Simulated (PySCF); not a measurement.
FH, SMILES F. Atoms are numbered in the order given.

```xyz
2

F      0.0000     0.0000    -0.0925
H      0.0000     0.0000     0.8329
```
Charge 0, spin multiplicity 1.

Geometry: B3LYP-D3(BJ)/def2-TZVPD.

Calculation: B3LYP/pcJ-2 (PySCF).

Isotropic couplings with Fermi-contact, spin-dipole and both spin-orbit terms, one fixed conformer, no vibrational averaging. Isotopes: 19F, 1H.

Computed spin–spin coupling constants:
| pair | bonds apart | J (Hz) |
|---|---|---|
| F1–H2 | 1 | 399.1 |
